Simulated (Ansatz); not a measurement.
**Si2N: from a trial structure to a relaxed crystal**

Method: DFT PBE, scalar-relativistic, plane waves, PAW (Ansatz). Cutoff 420 eV, Γ-centred k mesh, Gaussian smearing, no spin polarisation in the final step.

Si2N was placed on the anti-fluorite structure type (Fm-3m, No. 225), with N in place of Ca, Si in place of F, at a guessed volume.

```xyz
3
Lattice="0.0000 2.6221 2.6221 2.6221 0.0000 2.6221 2.6221 2.6221 0.0000" Properties=species:S:1:pos:R:3 pbc="T T T"
Si    1.3110    1.3110    1.3110
Si    3.9331    3.9331    3.9331
N     0.0000    0.0000    0.0000
```

Cell and atoms relax at zero pressure; the relaxation can't lower the symmetry of the start. After a coarse first stage the cell is made exact in the group found at 0.06 Å.

The zero of energy is the elements' standard structures at the same level (N₂ as a molecule); no fitted shifts are applied.

(1) What does it relax into?

(2) What are its volume, energy, density and gap?

## Answers

(1) It keeps Fm-3m (No. 225). The result has the fluorite structure. Conventional cell: a = 5.421 Å. Si has 4 N at 2.35 Å and 6 Si at 2.71 Å; around N lie 8 Si at 2.35 Å.

```cif
data_structure
_symmetry_space_group_name_H-M 'Fm-3m'
_symmetry_Int_Tables_number 225
_cell_length_a 5.4207
_cell_length_b 5.4207
_cell_length_c 5.4207
_cell_angle_alpha 90.000
_cell_angle_beta 90.000
_cell_angle_gamma 90.000
_cell_volume 159.28
loop_
_atom_site_label
_atom_site_type_symbol
_atom_site_symmetry_multiplicity
_atom_site_Wyckoff_symbol
_atom_site_fract_x
_atom_site_fract_y
_atom_site_fract_z
_atom_site_occupancy
Si1 Si 8 c 0.25000 0.75000 0.75000 1
N1 N 4 a 0.00000 0.00000 0.00000 1
```

(2) The volume per atom is 13.27 Å³. The density is 2.93 g/cm³. The energy over the elements is 1.46 eV/atom and the gap on the 14×14×14 mesh is 0 eV (a metal).

The final run used a 14×14×14 mesh on its 3-atom cell and 0.10 eV smearing. The k mesh leaves about 4 meV/atom of noise in metals. Symmetry constrained the relaxation, so the result can be a saddle point.

Cost: 3 runs of about 0.19 core-minutes in all, on Intel Xeon 6975P-C (Granite Rapids) (shared hosts).